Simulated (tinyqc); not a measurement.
Pariser-Parr-Pople SCF with singles CI, for the molecule C=CC=C (SMILES; centres numbered as the heavy atoms are written), step by step. One step of it, computed by the program tinyqc.

Task: Iteration 2: orbitals and new P. Diagonalise F (the basis is taken as orthonormal) and form P = 2 sum c c over the lowest orbitals; 0.3 of the old P is kept.

F (eV), order 1C, 2C, 3C, 4C:
```
[[-5.595000, -5.835989, 0.000000, 0.748308],
 [-5.835989, -5.595000, -3.930661, 0.000000],
 [0.000000, -3.930661, -5.595000, -5.835989],
 [0.748308, 0.000000, -5.835989, -5.595000]]
```

pi electrons, sum of z_r less the charge = 4

P after iteration 1, order 1C, 2C, 3C, 4C:
```
[[1.000000, 0.912607, 0.000000, -0.407851],
 [0.912607, 1.000000, 0.407851, 0.000000],
 [0.000000, 0.407851, 1.000000, 0.912607],
 [-0.407851, 0.000000, 0.912607, 1.000000]]
```

Give: orbital energies; P after iteration 2.

Result:

orbital energies (eV): [-13.474, -10.291, -0.899, 2.284]

P after iteration 2, order 1C, 2C, 3C, 4C:
```
[[1.000, 0.924, 0.000, -0.383],
 [0.924, 1.000, 0.383, 0.000],
 [0.000, 0.383, 1.000, 0.924],
 [-0.383, 0.000, 0.924, 1.000]]
```
